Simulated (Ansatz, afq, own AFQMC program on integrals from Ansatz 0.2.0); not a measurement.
Atomization energy of Si3PH9, singlet

```xyz
13

Si   -1.2069    1.4818   -0.4978
P     0.6715    0.2937   -0.9151
Si    1.5567    0.3479    1.1652
Si   -0.2312   -1.7779   -0.8289
H    -2.0905    1.3853   -1.6981
H    -1.9616    1.0004    0.7019
H    -0.8142    2.9070   -0.2846
H     0.5900   -0.0566    2.2341
H     2.7276   -0.5790    1.1933
H     2.0214    1.7419    1.4331
H     0.8854   -2.7697   -0.8524
H    -1.0655   -2.0134    0.3914
H    -1.0828   -1.9614   -2.0421
```

Atoms in their ground-state spins without spin–orbit coupling (mostly on UHF) minus the molecule (RHF), without zero-point energy. The geometry is a stationary point, not shown to be a minimum.

Basis def2-TZVP. Noble-gas cores (and the filled d shells of Ga–Kr and In–Xe) are frozen. Integrals, coupled cluster, full CI and functionals: Ansatz 0.2.0; the random walks run on the same integrals in our own AFQMC program. The CISD trial takes its coefficients from CCSD amplitudes. Released means that phaseless walkers are propagated on without the constraint, phases kept. ± is one standard error of the sampling. The errors of all members are added in quadrature.

No full CI on the walks' own integrals is used here. The released AFQMC energy serves as the reference, which it does only where one determinant dominates, the energy is flat over the last release times and near the phaseless one (40 meV or 2 meV an electron, half that with transition metals). On small molecules, where full CI could be run and the noise was under 10 meV, such values lay within 10 meV of it in 19 cases of 20, a flattering rate, since the rule was set on those same cases; what remains of the bias isn't in the error bar. Each member takes its own surest rung, up to full CI.

The best estimate is CCSD(T) at the basis-set limit (CBS: def2-TZVPP and def2-QZVPP, with their diffuse functions for anions and beside diffuse sets, CCSD(T) itself extrapolated) plus the step from CCSD(T) to AFQMC with the constraint released in def2-TZVP. Rows without CBS are in def2-TZVP; B2PLYP and the wave-function rows carry a basis error of their own. Core correlation and relativity beyond core potentials are missing, and ± holds the sampling alone.

Cautions: Si₃PH₉ (singlet): the released value is read at 0.90 1/Eh with a noise of 23 meV, more than in the cases checked (meV from the phaseless value at times in 1/Eh: -4 ± 16 at 0.21, -1 ± 23 at 0.42, -12 ± 25 at 0.63, -13 ± 23 at 0.90).

Best estimate: 895.7 ± 0.5 kcal/mol.

```tsv
level	atomization energy (kcal/mol)	error against the best estimate (kcal/mol)
HF	671.4	-224.4 ± 0.5
MP2	839.4	-56.3 ± 0.5
CCSD	845.3	-50.4 ± 0.5
CCSD(T)	853.4	-42.3 ± 0.5
ph-AFQMC/CISD	854.0 ± 0.4	-41.8 ± 0.7
released AFQMC	853.8 ± 0.5	-41.9
HF/CBS	673.8	-221.9 ± 0.5
MP2/CBS	882.3	-13.5 ± 0.5
CCSD(T)/CBS	895.4	-0.3 ± 0.5
PBE	872.8	-22.9 ± 0.5
r2SCAN	889.6	-6.1 ± 0.5
PBE0	874.3	-21.5 ± 0.5
B3LYP	879.5	-16.2 ± 0.5
wB97M-V	894.9	-0.8 ± 0.5
B2PLYP	871.5	-24.2 ± 0.5
```

Correlation beyond CCSD(T) changes it by less than twice the noise. Going to the basis-set limit adds 42.0 kcal/mol at CCSD(T). The perturbative (T) step is worth +8.1 kcal/mol. The functionals spread over 23.3 kcal/mol; wB97M-V comes nearest and B2PLYP is 24.2 kcal/mol too low.

Best estimates are given only where the step beyond CCSD(T) is under 0.3 eV and no member's determinant is very poor (T1 over 0.05, or 0.07 for open shells, ⟨S²⟩ too high by 0.3, two states mixed), so the hardest cases are missing from such tables.

The functionals ran in a triple-zeta set and keep a basis error of their own, a few kJ/mol for each bond in atomization energies and more for double hybrids, so close places among them and the extrapolated levels can swap.

Each member of a difference takes its own highest rung, so a best estimate needn't equal the limit plus the step of one row. Released energies are given only where the last usable release times agree within the noise; a slower fall can still hide under it.
